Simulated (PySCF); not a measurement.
# BNH4 (BH2(NH2)), step by step, part 2 of 2

PySCF 2.14.0. Earlier steps stand in the parts before.

### 4 The energy at XLYP-D4/x2c-TZVPPall (sfX2C, density fitting with cc-pvqz-jkfit) (run 3)

Contents of calc.py:

```python
from pyscf import gto, dft

system = gto.M(
    atom='''
B    0.294576   0.610100   0.004148
H    1.317737   0.677403   0.633904
H   -0.146772   1.544396  -0.612448
N   -0.406955  -0.597886  -0.011668
H   -1.275271  -0.731867  -0.518907
H   -0.098210  -1.428286   0.482658
''',
    basis='x2c-tzvppall',
    verbose=4,
    max_memory=1860,
    charge=0,
)

mf = dft.RKS(system, xc='xlyp')
mf = mf.x2c()
mf = mf.density_fit(auxbasis='cc-pvqz-jkfit')
mf.disp = 'd4'
mf.kernel()

e_tot = mf.e_tot
print('E = %.10f Eh' % e_tot)
dip = mf.dip_moment()
pop, q = mf.mulliken_pop()
```

On the command line:

```
OMP_NUM_THREADS=1 python calc.py
```

The program printed:

```text
PySCF version 2.14.0

[INPUT] num. atoms = 6
[INPUT] num. electrons = 16
[INPUT] charge = 0
[INPUT] spin (= nelec alpha-beta = 2S) = 0
[INPUT] symmetry False subgroup None
[INPUT] Mole.unit = angstrom
[INPUT] Symbol           X                Y                Z      unit          X                Y                Z       unit  Magmom
[INPUT]  1 B      0.294576000000   0.610100000000   0.004148000000 AA    0.556667962870   1.152921908597   0.007838583965 Bohr   0.0
[INPUT]  2 H      1.317737000000   0.677403000000   0.633904000000 AA    2.490162034206   1.280106145959   1.197904949266 Bohr   0.0
[INPUT]  3 H     -0.146772000000   1.544396000000  -0.612448000000 AA   -0.277358882755   2.918485467874  -1.157358985538 Bohr   0.0
[INPUT]  4 N     -0.406955000000  -0.597886000000  -0.011668000000 AA   -0.769033495022  -1.129840793712  -0.022049324421 Bohr   0.0
[INPUT]  5 H     -1.275271000000  -0.731867000000  -0.518907000000 AA   -2.409912924600  -1.383028189607  -0.980592114120 Bohr   0.0
[INPUT]  6 H     -0.098210000000  -1.428286000000   0.482658000000 AA   -0.185590002694  -2.699069367551   0.912091431830 Bohr   0.0

nuclear repulsion = 32.062613817187
number of shells = 20
number of NR pGTOs = 156
number of NR cGTOs = 118
basis = x2c-tzvppall
ecp = {}

******** <class 'pyscf.df.df_jk.DFsfX2C1eRKS'> ********
method = DFsfX2C1eRKS
initial guess = minao
damping factor = 0
level_shift factor = 0
DIIS = <class 'pyscf.scf.diis.CDIIS'>
diis_start_cycle = 1
diis_space = 8
diis_damp = 0
SCF conv_tol = 1e-09
SCF conv_tol_grad = None
SCF max_cycles = 50
direct_scf = False
XC library pyscf.dft.libxc version 7.0.0
    S. Lehtola, C. Steigemann, M. J.T. Oliveira, and M. A.L. Marques.,  SoftwareX 7, 1–5 (2018)
XC functionals = xlyp
    X. Xu and W. A. Goddard.,  Proc. Natl. Acad. Sci. U. S. A. 101, 2673 (2004)
radial grids:
    Treutler-Ahlrichs [JCP 102, 346 (1995); DOI:10.1063/1.469408] (M4) radial grids

becke partition: Becke, JCP 88, 2547 (1988); DOI:10.1063/1.454033
pruning grids: <function nwchem_prune>
grids dens level: 3
symmetrized grids: False
atomic radii adjust function: <function treutler_atomic_radii_adjust>
small_rho_cutoff = 0

******** <class 'pyscf.x2c.sfx2c1e.SpinFreeX2CHelper'> ********
approx = 1e
xuncontract = 1
Set gradient conv threshold to 3.16228e-05
Initial guess from minao.
tot grids = 67184
Calc dispersion correction with DFTD4.
Parameters: xc=xlyp, atm=True
init E= -82.0534370837077
  HOMO = -0.338613028932297  LUMO = -0.0924862420102173  gap/eV = 6.69745
cycle= 1 E= -82.0994892298749  delta_E= -0.0461  |g|= 0.459  |ddm|= 1.61
  HOMO = -0.16380358821915  LUMO = 0.0173175548809983  gap/eV = 4.92856
cycle= 2 E= -82.0009240875332  delta_E= 0.0986  |g|= 0.807  |ddm|= 0.85
  HOMO = -0.260994529517569  LUMO = -0.0205926991447754  gap/eV = 6.54167
cycle= 3 E= -82.1467708912325  delta_E= -0.146  |g|= 0.133  |ddm|= 0.555
  HOMO = -0.265616799264633  LUMO = -0.0299115564235386  gap/eV = 6.41387
cycle= 4 E= -82.1516523271395  delta_E= -0.00488  |g|= 0.0265  |ddm|= 0.105
  HOMO = -0.262784053878036  LUMO = -0.0269551890408426  gap/eV = 6.41723
cycle= 5 E= -82.1518485348578  delta_E= -0.000196  |g|= 0.00376  |ddm|= 0.0248
  HOMO = -0.263306141717759  LUMO = -0.0269056783161918  gap/eV = 6.43278
cycle= 6 E= -82.1518539890823  delta_E= -5.45e-06  |g|= 0.000186  |ddm|= 0.00442
  HOMO = -0.263279335425534  LUMO = -0.0269193536871217  gap/eV = 6.43168
cycle= 7 E= -82.1518540042795  delta_E= -1.52e-08  |g|= 4.1e-05  |ddm|= 0.000318
  HOMO = -0.263290516443425  LUMO = -0.0269222390095667  gap/eV = 6.43191
cycle= 8 E= -82.151854004967  delta_E= -6.87e-10  |g|= 4.91e-06  |ddm|= 4.94e-05
  HOMO = -0.263288125571031  LUMO = -0.0269210268257805  gap/eV = 6.43188
Extra cycle  E= -82.1518540049518  delta_E= 1.52e-11  |g|= 9.97e-06  |ddm|= 7.98e-06
converged SCF energy = -82.1518540049518
E = -82.1518540050 Eh
Dipole moment(X, Y, Z, Debye): -1.01222, -1.74372, -0.02335
 ** Mulliken pop  **
pop of  0 B 1s            0.91889
pop of  0 B 2s            1.04598
pop of  0 B 3s            0.54264
pop of  0 B 4s            0.45924
pop of  0 B 5s            0.08027
pop of  0 B 2px           0.37570
pop of  0 B 2py           0.42619
pop of  0 B 2pz           0.25597
pop of  0 B 3px           0.26138
pop of  0 B 3py           0.22848
pop of  0 B 3pz           0.20216
pop of  0 B 4px           0.06905
pop of  0 B 4py           0.03761
pop of  0 B 4pz           0.07858
pop of  0 B 3dxy          0.01561
pop of  0 B 3dyz          0.00943
pop of  0 B 3dz^2         0.00429
pop of  0 B 3dxz          0.00625
pop of  0 B 3dx2-y2       0.01389
pop of  0 B 4dxy          0.01192
pop of  0 B 4dyz          0.01357
pop of  0 B 4dz^2         0.00166
pop of  0 B 4dxz          0.00748
pop of  0 B 4dx2-y2       0.01921
pop of  0 B 4f-3          0.00312
pop of  0 B 4f-2          0.00246
pop of  0 B 4f-1          0.00115
pop of  0 B 4f+0          0.00213
pop of  0 B 4f+1          0.00067
pop of  0 B 4f+2          0.00181
pop of  0 B 4f+3          0.00292
pop of  1 H 1s            0.27495
pop of  1 H 2s            0.47181
pop of  1 H 3s            0.23383
pop of  1 H 2px           0.00209
pop of  1 H 2py           0.00041
pop of  1 H 2pz           0.00093
pop of  1 H 3px          -0.00047
pop of  1 H 3py           0.00465
pop of  1 H 3pz           0.00188
pop of  1 H 3dxy          0.00041
pop of  1 H 3dyz          0.00015
pop of  1 H 3dz^2         0.00012
pop of  1 H 3dxz         -0.00011
pop of  1 H 3dx2-y2      -0.00006
pop of  2 H 1s            0.27496
pop of  2 H 2s            0.47185
pop of  2 H 3s            0.23381
pop of  2 H 2px           0.00068
pop of  2 H 2py           0.00185
pop of  2 H 2pz           0.00090
pop of  2 H 3px           0.00391
pop of  2 H 3py           0.00018
pop of  2 H 3pz           0.00197
pop of  2 H 3dxy          0.00008
pop of  2 H 3dyz         -0.00006
pop of  2 H 3dz^2         0.00011
pop of  2 H 3dxz          0.00010
pop of  2 H 3dx2-y2       0.00027
pop of  3 N 1s            0.82044
pop of  3 N 2s            1.14792
pop of  3 N 3s            0.57480
pop of  3 N 4s            0.69461
pop of  3 N 5s            0.16176
pop of  3 N 2px           0.53018
pop of  3 N 2py           0.54221
pop of  3 N 2pz           0.54628
pop of  3 N 3px           0.47707
pop of  3 N 3py           0.45504
pop of  3 N 3pz           0.53104
pop of  3 N 4px           0.22088
pop of  3 N 4py           0.17632
pop of  3 N 4pz           0.33106
pop of  3 N 3dxy          0.00080
pop of  3 N 3dyz          0.00088
pop of  3 N 3dz^2         0.00016
pop of  3 N 3dxz          0.00076
pop of  3 N 3dx2-y2       0.00145
pop of  3 N 4dxy         -0.00014
pop of  3 N 4dyz          0.00331
pop of  3 N 4dz^2         0.00001
pop of  3 N 4dxz          0.00164
pop of  3 N 4dx2-y2       0.00447
pop of  3 N 4f-3          0.00034
pop of  3 N 4f-2          0.00024
pop of  3 N 4f-1          0.00008
pop of  3 N 4f+0          0.00022
pop of  3 N 4f+1          0.00011
pop of  3 N 4f+2          0.00017
pop of  3 N 4f+3          0.00009
pop of  4 H 1s            0.27900
pop of  4 H 2s            0.42437
pop of  4 H 3s            0.08098
pop of  4 H 2px           0.00865
pop of  4 H 2py           0.00210
pop of  4 H 2pz           0.00497
pop of  4 H 3px           0.01337
pop of  4 H 3py           0.01134
pop of  4 H 3pz           0.01791
pop of  4 H 3dxy          0.00097
pop of  4 H 3dyz          0.00037
pop of  4 H 3dz^2         0.00114
pop of  4 H 3dxz          0.00126
pop of  4 H 3dx2-y2       0.00101
pop of  5 H 1s            0.27900
pop of  5 H 2s            0.42438
pop of  5 H 3s            0.08098
pop of  5 H 2px           0.00306
pop of  5 H 2py           0.00780
pop of  5 H 2pz           0.00486
pop of  5 H 3px           0.01427
pop of  5 H 3py           0.01043
pop of  5 H 3pz           0.01793
pop of  5 H 3dxy          0.00115
pop of  5 H 3dyz          0.00122
pop of  5 H 3dz^2         0.00110
pop of  5 H 3dxz          0.00041
pop of  5 H 3dx2-y2       0.00087
 ** Mulliken atomic charges  **
charge of    0B =     -0.09970
charge of    1H =      0.00941
charge of    2H =      0.00939
charge of    3N =     -0.22419
charge of    4H =      0.15255
charge of    5H =      0.15255
```

Run time: 15 s. Hardware: 1 thread of AMD EPYC (Zen 3), shared host; peak memory 0.43 GiB.

### 5 The excited states at TDA-CAM-B3LYP/6-31G (density fitting with aug-cc-pvtz-jkfit, spin of roots singlet) (run 4)

Contents of run.py:

```python
from pyscf import gto, dft, tdscf

mol = gto.Mole()
mol.atom = [
    ('B', (0.294576, 0.610100, 0.004148)),
    ('H', (1.317737, 0.677403, 0.633904)),
    ('H', (-0.146772, 1.544396, -0.612448)),
    ('N', (-0.406955, -0.597886, -0.011668)),
    ('H', (-1.275271, -0.731867, -0.518907)),
    ('H', (-0.098210, -1.428286, 0.482658)),
]
mol.basis = '6-31g'
mol.max_memory = 1860
mol.verbose = 4
mol.charge = 0
mol.build()

ks = dft.RKS(mol, xc='cam-b3lyp')
ks = ks.density_fit(auxbasis='aug-cc-pvtz-jkfit')
ks.kernel()

e_final = ks.e_tot
print('E(%s) = %.9f' % ('CAM-B3LYP', e_final))

td = tdscf.TDA(ks)
td.nstates = 5
td.kernel()
td.analyze()
roots = td.e * 27.211386
osc = td.oscillator_strength()
print('state   eV      nm      f')
for i, (w, f) in enumerate(zip(roots, osc), 1):
    print('%3d %9.4f %8.1f %9.5f' % (i, w, 1239.842 / w, f))
```

On the command line:

```
OMP_NUM_THREADS=1 python run.py
```

The program printed:

```text
PySCF version 2.14.0

[INPUT] num. atoms = 6
[INPUT] num. electrons = 16
[INPUT] charge = 0
[INPUT] spin (= nelec alpha-beta = 2S) = 0
[INPUT] symmetry False subgroup None
[INPUT] Mole.unit = angstrom
[INPUT] Symbol           X                Y                Z      unit          X                Y                Z       unit  Magmom
[INPUT]  1 B      0.294576000000   0.610100000000   0.004148000000 AA    0.556667962870   1.152921908597   0.007838583965 Bohr   0.0
[INPUT]  2 H      1.317737000000   0.677403000000   0.633904000000 AA    2.490162034206   1.280106145959   1.197904949266 Bohr   0.0
[INPUT]  3 H     -0.146772000000   1.544396000000  -0.612448000000 AA   -0.277358882755   2.918485467874  -1.157358985538 Bohr   0.0
[INPUT]  4 N     -0.406955000000  -0.597886000000  -0.011668000000 AA   -0.769033495022  -1.129840793712  -0.022049324421 Bohr   0.0
[INPUT]  5 H     -1.275271000000  -0.731867000000  -0.518907000000 AA   -2.409912924600  -1.383028189607  -0.980592114120 Bohr   0.0
[INPUT]  6 H     -0.098210000000  -1.428286000000   0.482658000000 AA   -0.185590002694  -2.699069367551   0.912091431830 Bohr   0.0

nuclear repulsion = 32.062613817187
number of shells = 18
number of NR pGTOs = 60
number of NR cGTOs = 26
basis = 6-31g
ecp = {}

******** <class 'pyscf.df.df_jk.DFRKS'> ********
method = DFRKS
initial guess = minao
damping factor = 0
level_shift factor = 0
DIIS = <class 'pyscf.scf.diis.CDIIS'>
diis_start_cycle = 1
diis_space = 8
diis_damp = 0
SCF conv_tol = 1e-09
SCF conv_tol_grad = None
SCF max_cycles = 50
direct_scf = False
XC library pyscf.dft.libxc version 7.0.0
    S. Lehtola, C. Steigemann, M. J.T. Oliveira, and M. A.L. Marques.,  SoftwareX 7, 1–5 (2018)
XC functionals = cam-b3lyp
    T. Yanai, D. P. Tew, and N. C. Handy.,  Chem. Phys. Lett. 393, 51 (2004)
radial grids:
    Treutler-Ahlrichs [JCP 102, 346 (1995); DOI:10.1063/1.469408] (M4) radial grids

becke partition: Becke, JCP 88, 2547 (1988); DOI:10.1063/1.454033
pruning grids: <function nwchem_prune>
grids dens level: 3
symmetrized grids: False
atomic radii adjust function: <function treutler_atomic_radii_adjust>
small_rho_cutoff = 0
Set gradient conv threshold to 3.16228e-05
Initial guess from minao.
tot grids = 67184
******** <class 'pyscf.df.df.DF'> ********
auxbasis = aug-cc-pvtz-jkfit
Create RSH-DF object <pyscf.df.df.DF object> for omega=0.33
******** <class 'pyscf.df.df.DF'> ********
auxbasis = auxmol.basis = aug-cc-pvtz-jkfit
init E= -81.9319165648677
  HOMO = -0.351419037677956  LUMO = -0.0235260147170682  gap/eV = 8.92242
cycle= 1 E= -81.9479421608456  delta_E= -0.016  |g|= 0.274  |ddm|= 1.92
  HOMO = -0.305423081630582  LUMO = 0.0997856437972322  gap/eV = 11.02629
cycle= 2 E= -81.9525821585177  delta_E= -0.00464  |g|= 0.265  |ddm|= 0.369
  HOMO = -0.363140294358612  LUMO = 0.078119112864742  gap/eV = 12.00728
cycle= 3 E= -81.9671280347101  delta_E= -0.0145  |g|= 0.0334  |ddm|= 0.177
  HOMO = -0.358661921778585  LUMO = 0.073229810870614  gap/eV = 11.75237
cycle= 4 E= -81.9674241465477  delta_E= -0.000296  |g|= 0.00793  |ddm|= 0.037
  HOMO = -0.357813507395966  LUMO = 0.0754927265534868  gap/eV = 11.79086
cycle= 5 E= -81.9674447575171  delta_E= -2.06e-05  |g|= 0.000888  |ddm|= 0.0094
  HOMO = -0.358167115502912  LUMO = 0.075335489214331  gap/eV = 11.79621
cycle= 6 E= -81.9674450627922  delta_E= -3.05e-07  |g|= 8.42e-05  |ddm|= 0.0017
  HOMO = -0.358161490599867  LUMO = 0.075338160523984  gap/eV = 11.79613
cycle= 7 E= -81.9674450664873  delta_E= -3.7e-09  |g|= 1.43e-05  |ddm|= 0.000236
  HOMO = -0.358162252056723  LUMO = 0.0753411642040305  gap/eV = 11.79623
cycle= 8 E= -81.967445066564  delta_E= -7.67e-11  |g|= 1.79e-06  |ddm|= 2.39e-05
  HOMO = -0.35816280132853  LUMO = 0.0753411941877689  gap/eV = 11.79624
Extra cycle  E= -81.9674450665647  delta_E= -7.82e-13  |g|= 1.4e-06  |ddm|= 3.35e-06
converged SCF energy = -81.9674450665647
E(CAM-B3LYP) = -81.967445067

******** <class 'pyscf.tdscf.rks.TDA'> for <class 'pyscf.df.df_jk.DFRKS'> ********
nstates = 5 singlet
deg_eia_thresh = 1.000e-03
wfnsym = None
conv_tol = 1e-05
eigh lindep = 1e-12
eigh level_shift = 0
eigh max_cycle = 100

Excitation energies (eV)
[ 7.61877124  8.98300715  9.05737316  9.81972905 10.07305581]

** Singlet excitation energies and oscillator strengths **
       7 -> 9         0.70550
       8 -> 10       -0.70584
       8 -> 9         0.68665
       4 -> 9         0.11752
       6 -> 9        -0.69214
       8 -> 11       -0.70532

** Transition electric dipole moments (AU) **
state          X           Y           Z        Dip. S.      Osc.
  1        -0.0000      0.0000      0.0000      0.0000      0.0000
  2        -0.1006      0.0574      0.1581      0.0384      0.0085
  3         0.5990      1.0314      0.0135      1.4227      0.3157
  4         0.2677     -0.1494     -0.4184      0.2691      0.0647
  5        -0.0000     -0.0000     -0.0001      0.0000      0.0000

** Transition velocity dipole moments (imaginary part, AU) **
state          X           Y           Z        Dip. S.      Osc.
  1        -0.0000      0.0000     -0.0000      0.0000      0.0000
  2        -0.0599      0.0337      0.0938      0.0135      0.0273
  3         0.0957      0.1647      0.0021      0.0363      0.0727
  4         0.0813     -0.0454     -0.1271      0.0248      0.0458
  5        -0.0000      0.0000     -0.0000      0.0000      0.0000

** Transition magnetic dipole moments (imaginary part, AU) **
state          X           Y           Z
  1         0.6670      1.1485      0.0151
  2         0.1143     -0.0676      0.0972
  3        -0.0006      0.0004     -0.0004
  4         1.1302     -0.6689      0.9618
  5         0.1266      0.2179      0.0030
state   eV      nm      f
  1    7.6188    162.7   0.00000
  2    8.9830    138.0   0.00845
  3    9.0574    136.9   0.31571
  4    9.8197    126.3   0.06473
  5   10.0731    123.1   0.00000
```

It took 16 s on 1 thread of AMD EPYC (Zen 3), shared host; peak memory 0.27 GiB.

The roots found:

| excited state | energy (eV) | strength |
| --- | --- | --- |
| 1 | 7.619 | 0.0000 |
| 2 | 8.983 | 0.0084 |
| 3 | 9.057 | 0.3157 |
| 4 | 9.820 | 0.0647 |
| 5 | 10.073 | 0.0000 |

### 6 Results

The summary covers parts 1 to 2.

```
                                                                              quantity             value
                               run 1, revPBE-D3(op)/def2-TZVP: total energy at the end      -82.05317 Eh
                                         run 1, revPBE-D3(op)/def2-TZVP: dipole moment            2.05 D
                                           run 1, revPBE-D3(op)/def2-TZVP: HOMO energy          -7.22 eV
                                           run 1, revPBE-D3(op)/def2-TZVP: LUMO energy          -0.70 eV
                                         run 1, revPBE-D3(op)/def2-TZVP: HOMO–LUMO gap           6.52 eV
                                     run 1, revPBE-D3(op)/def2-TZVP: dispersion energy     -25.89 kJ/mol
                            run 2, revPBE-D3(op)/def2-TZVP: lowest harmonic wavenumber          593 cm⁻¹
                           run 2, revPBE-D3(op)/def2-TZVP: highest harmonic wavenumber         3589 cm⁻¹
                                     run 2, revPBE-D3(op)/def2-TZVP: zero-point energy      122.6 kJ/mol
run 2, revPBE-D3(op)/def2-TZVP: ideal-gas entropy at 800 K (symmetry number 2 as used)  70.6 cal/(mol K)
                                             run 3, XLYP-D4/x2c-TZVPPall: total energy      -82.15185 Eh
                                            run 3, XLYP-D4/x2c-TZVPPall: dipole moment            2.02 D
                                              run 3, XLYP-D4/x2c-TZVPPall: HOMO energy          -7.16 eV
                                              run 3, XLYP-D4/x2c-TZVPPall: LUMO energy          -0.73 eV
                                            run 3, XLYP-D4/x2c-TZVPPall: HOMO–LUMO gap           6.43 eV
                                        run 3, XLYP-D4/x2c-TZVPPall: dispersion energy     -11.47 kJ/mol
                         run 4, TDA-CAM-B3LYP/6-31G: ground-state or mean-field energy      -81.96745 Eh
               run 4, TDA-CAM-B3LYP/6-31G: dipole moment (CAM-B3LYP Kohn–Sham density)            2.11 D
                run 4, TDA-CAM-B3LYP/6-31G: HOMO energy (CAM-B3LYP Kohn–Sham orbitals)          -9.75 eV
                run 4, TDA-CAM-B3LYP/6-31G: LUMO energy (CAM-B3LYP Kohn–Sham orbitals)           2.05 eV
              run 4, TDA-CAM-B3LYP/6-31G: HOMO–LUMO gap (CAM-B3LYP Kohn–Sham orbitals)          11.80 eV
                          run 4, TDA-CAM-B3LYP/6-31G: lowest singlet excitation energy           7.62 eV
```

In words: The optimisation (run 1, revPBE-D3(op)/def2-TZVP) took 15 steps and changed the energy by -1.520 eV. All 12 modes (run 2, revPBE-D3(op)/def2-TZVP) are real, so the shape is a minimum at this level. Mulliken charges (run 2, revPBE-D3(op)/def2-TZVP) run from -0.41 on N4 to +0.23 on H5. The brightest of the 5 transitions from the ground state lies at 9.06 eV (137 nm, f = 0.316); the lowest, at 7.62 eV, has f = 0.000. The basis has no diffuse functions, so Rydberg states are missing or pushed up, and the true lowest state may lie lower. Roots above 9.7 eV lie over the negative of the HOMO energy, where those of Rydberg kind are poorly described; valence roots are less touched.
